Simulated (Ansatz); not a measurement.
# BH6NSi: the cost of one run

Method: RKS LDA/def2-SVP, in Ansatz 0.2.0.

### 1 The starting structure

Bond lengths: B1–Si2 1.877 Å, Si2–N3 1.784 Å, B1–H4 1.136 Å, B1–H5 1.228 Å, Si2–H6 1.485 Å, Si2–H7 1.487 Å, N3–H8 1.106 Å, N3–H9 1.069 Å. Angles: B1–Si2–N3 108.2°, B1–Si2–H6 110.0°, B1–Si2–H7 109.7°, N3–Si2–H6 110.6°, N3–Si2–H7 110.0°, H6–Si2–H7 108.4°, Si2–B1–H4 119.7°, Si2–B1–H5 119.3°, H4–B1–H5 112.5°, Si2–N3–H8 103.5°, Si2–N3–H9 107.4°, H8–N3–H9 104.3°.

Structure file:

```xyz
9

B    -1.0540    0.7211   -0.8978
Si    0.5245    0.1621   -0.0488
N     0.1525   -1.2908    0.9174
H    -1.6978   -0.0376   -1.4456
H    -1.0980    1.8354   -1.4127
H     1.0445    1.2477    0.8210
H     1.5569   -0.1570   -1.0701
H     1.1216   -1.5461    1.3843
H    -0.4618   -0.9811    1.7352
```

### 2 End point A

The input, input.yaml:

```yaml
crystal:
  periodic: [false, false, false]
  atoms:
    - { symbol: B, position_ang: [-1.054, 0.7211, -0.8978] }
    - { symbol: Si, position_ang: [0.5245, 0.1621, -0.0488] }
    - { symbol: "N", position_ang: [0.1525, -1.2908, 0.9174] }
    - { symbol: H, position_ang: [-1.6978, -0.0376, -1.4456] }
    - { symbol: H, position_ang: [-1.098, 1.8354, -1.4127] }
    - { symbol: H, position_ang: [1.0445, 1.2477, 0.821] }
    - { symbol: H, position_ang: [1.5569, -0.157, -1.0701] }
    - { symbol: H, position_ang: [1.1216, -1.5461, 1.3843] }
    - { symbol: H, position_ang: [-0.4618, -0.9811, 1.7352] }
basis:
  gaussian: { orbitals: def2-SVP }
hamiltonian:
  xc: lda
relax:
  f_tol: 0.015
  max_steps: 40
```

Launch:

```bash
$ ansatz run input.yaml --threads 1 --pin off --max-ram 2048MiB --backend cpu --events-out ev --progress --plain --runs-dir out
```

What time and memory should one allow on 1 thread of Intel Xeon at 2.70GHz, shared host?

About 53 s, with a peak of 0.14 GiB.
